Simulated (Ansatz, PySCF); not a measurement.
Molecule: acetamide, C₂H₅NO (charge 0, singlet). SMILES: CC(N)=O
Geometry from a B3LYP-D3(BJ)/def2-TZVP (Ansatz, a quantum-chemistry and plane-wave program) optimisation:
```xyz
9

O      0.4073     1.2798     0.2946
C      0.0816     0.1387     0.0326
N      0.9986    -0.8468    -0.1812
C     -1.3711    -0.2792    -0.0780
H      0.7349    -1.7900    -0.3981
H     -1.8457     0.3222    -0.8532
H     -1.5079    -1.3352    -0.3102
H     -1.8688    -0.0520     0.8647
H      1.9753    -0.6128    -0.1189
```
Charge 0, spin multiplicity 1.

PBE beside other levels, property by property. Correlated levels leave the core frozen unless marked. UHF or UKS for open shells. No spin-orbit coupling. Non-relativistic. Basis-set limits of correlation are two-point, X^-3; Hartree-Fock from the larger set. [CCSD(T)-MP2]/basis is that difference in the basis named. Rows marked 298 K are enthalpies with B3LYP-D3(BJ) harmonic zero-point and thermal terms from PySCF. Enthalpies of formation rest on the atoms' values in the G2/97 table (older ones for B and Si), with no core term in the frozen-core levels. The coupled-cluster column (Ansatz) is a level with limits of its own: (a) RI-MP2/CBS(aug-cc-pVTZ,aug-cc-pVQZ)+[CCSD(T)-MP2]/aug-cc-pVTZ; (b) RI-MP2/CBS(cc-pVTZ,cc-pVQZ)+[CCSD(T)-MP2]/cc-pVTZ.

```tsv
property	r2SCAN-D4/def2-TZVPD (Ansatz + dftd4)	CCSD(T)/cc-pVDZ (Ansatz)	CCSD(T)/cc-pVTZ (Ansatz)	coupled cluster	measured
C-C bond dissociation enthalpy, 298 K, to N[C]=O + [CH3] (CH3) (kcal/mol)	81.0	83.0	85.8	88.3 (b)	-
C-H bond dissociation enthalpy, 298 K, to [CH2]C(N)=O + H atom (kcal/mol)	92.7	94.2	97.7	99.4 (b)	-
C-N bond dissociation enthalpy, 298 K, to C[C]=O + [NH2] (NH2) (kcal/mol)	94.7	90.5	95.2	98.4 (b)	-
enthalpy of formation at 298 K by atomisation (kcal/mol)	-57.7	18.2	-29.4	-55.3 (a)	-57.0
```

Measured values: G2/97 table in ASE (Curtiss et al.); they hold spin-orbit effects, and any other conformers, which all levels lack, and core correlation, which the frozen-core levels lack. This is an older compilation, not checked against later work.

Task: What does PBE/def2-TZVPD (Ansatz) give for each property, and on which side of the measured value, or else of coupled cluster, does it fall?

Result: 
- C-C bond dissociation enthalpy, 298 K, to N[C]=O + [CH3] (CH3): PBE lies 4.3 kcal/mol below coupled cluster; PBE gives 84.0 kcal/mol.
- C-H bond dissociation enthalpy, 298 K, to [CH2]C(N)=O + H atom: PBE lies 5.4 kcal/mol below coupled cluster; PBE gives 94.0 kcal/mol.
- C-N bond dissociation enthalpy, 298 K, to C[C]=O + [NH2] (NH2): PBE lies 0.6 kcal/mol below coupled cluster; PBE gives 97.8 kcal/mol.
- enthalpy of formation at 298 K by atomisation: PBE lies 25.5 kcal/mol below the measured value; PBE gives -82.5 kcal/mol.
